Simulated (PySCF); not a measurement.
These 2 structures share the formula [C4H7O2]- (charge -1). The calculation used PBE0-D3(BJ)/def2-SVP geometry optimisation, gas phase (PySCF). Energies are electronic, without zero-point or thermal terms, for one conformer each. No frequencies were run at this level. Point groups hold within 0.08 Å.

Problem. Rank from lowest to highest electronic energy at this level (kJ/mol).
A. `[CH3:1][CH2:2][CH2:3][C:4](=[O:5])[O-:6]` (charge -1) with C1–C2–C3–C4 68°, C2–C3–C4–O5 7° (butyrate)
B. `[CH3:1][CH:2]([CH3:3])[C:4](=[O:5])[O-:6]` (charge -1) with C1–C2–C4–O5 -23°

Solution. B (0.0), A (3.9).

Neighbours under 21 kJ/mol apart (CC(C)C(=O)[O-] and CCCC(=O)[O-]) can change places with a better method, another conformer or zero-point energy.

```
        SMILES      E (Eh)  E rel (kJ/mol)  dipole about centre of mass (D)  point group     A, B, C (MHz)
CC(C)C(=O)[O-]  -306.57367             0.0                             4.75      near Cs  4908, 3469, 2166
  CCCC(=O)[O-]  -306.57217             3.9                             5.27           C1  7032, 2367, 2052
```

Problem. How do the relative energies change in single points at PBE0/pcSseg-1 (no added dispersion term) on the same geometries?

Solution. 
| SMILES | PBE0-D3(BJ)/def2-SVP (kJ/mol) | PBE0/pcSseg-1 (kJ/mol) | shift |
| --- | --- | --- | --- |
| CC(C)C(=O)[O-] | 0.0 | 0.0 | 0.0 |
| CCCC(=O)[O-] | 3.9 | 2.6 | -1.3 |

Each column counts from its own lowest isomer. The order is unchanged; the largest shift is 1.3 kJ/mol.

Problem. As an exercise, what shares would exp(−E/RT) give at 500 K from these electronic energies alone (no entropy, no degeneracies)?

Solution. RT = 4.157 kJ/mol: CC(C)C(=O)[O-] 72.0 %, CCCC(=O)[O-] 28.0 %.
